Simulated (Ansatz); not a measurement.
Write a Python script for the Ansatz DFT code, driven from Python that makes vertical spin-state energies of C2H5FOS, SMILES CSC(O)F. Settings (for the species named): r2scan0, 6-31G* basis, multiplicity 1.

```xyz
10

C    -1.3156   -0.0986    0.9290
S    -0.8027   -0.2740   -0.7851
C     0.9367   -0.1840   -0.4879
O     1.7538   -0.1212   -1.6916
F     1.2628    0.9604    0.1568
H    -0.9589   -0.8248    1.5572
H    -2.4287   -0.1115    0.9477
H    -1.0251    0.9423    1.2932
H     1.3231   -1.0165    0.1629
H     1.3377    0.6767   -2.0792
```

The script, `spin_c2h5fos.py`:
```python
# -*- coding: utf-8 -*-
import ansatz


def main():
    system = (
        ansatz.Crystal.molecule()
        .atom('C', (-1.3156, -0.0986, 0.929))
        .atom('S', (-0.8027, -0.274, -0.7851))
        .atom('C', (0.9367, -0.184, -0.4879))
        .atom('O', (1.7538, -0.1212, -1.6916))
        .atom('F', (1.2628, 0.9604, 0.1568))
        .atom('H', (-0.9589, -0.8248, 1.5572))
        .atom('H', (-2.4287, -0.1115, 0.9477))
        .atom('H', (-1.0251, 0.9423, 1.2932))
        .atom('H', (1.3231, -1.0165, 0.1629))
        .atom('H', (1.3377, 0.6767, -2.0792))
    )

    base = system.calculation()
    base = base.basis(gaussian='6-31G*')
    base = base.functional('r2scan0')
    found = {}
    for unpaired in [0, 2]:
        rep = base.spin('collinear', total=unpaired).run().report
        s = unpaired / 2
        found[unpaired] = rep['free_energy_ev']
        print(f'2S+1 = {unpaired + 1}: E = {found[unpaired]:.5f} eV, <S^2> = {abs(rep["mean_field"]["state"]["spin_squared"]):.3f} (pure state {s * (s + 1):.2f})')
    lowest = min(found, key=found.get)
    for unpaired, e in found.items():
        print(f'multiplicity {unpaired + 1}: {(e - found[lowest]):.3f} eV above the lowest')


if __name__ == '__main__':
    main()
```

Output of `python spin_c2h5fos.py`:
```text
2S+1 = 1: E = -17748.27905 eV, <S^2> = 0.000 (pure state 0.00)
2S+1 = 3: E = -17742.91551 eV, <S^2> = 2.008 (pure state 2.00)
multiplicity 1: 0.000 eV above the lowest
multiplicity 3: 5.364 eV above the lowest
```

In order: multiplicity 1 (+0.00 eV) and multiplicity 3 (+5.36 eV), all at the one geometry.

What to keep in mind:
- Total energies depend on the basis set; only differences at equal settings carry meaning.
- The geometry is a force-field or estimated start, not a minimum of this method, and the basis set is short of its limit. All parts are taken at fixed geometry, without zero-point energy.
- The whole script took 27 s on 1 thread of Arm Neoverse V1 (shared host), peak memory 0.34 GiB.
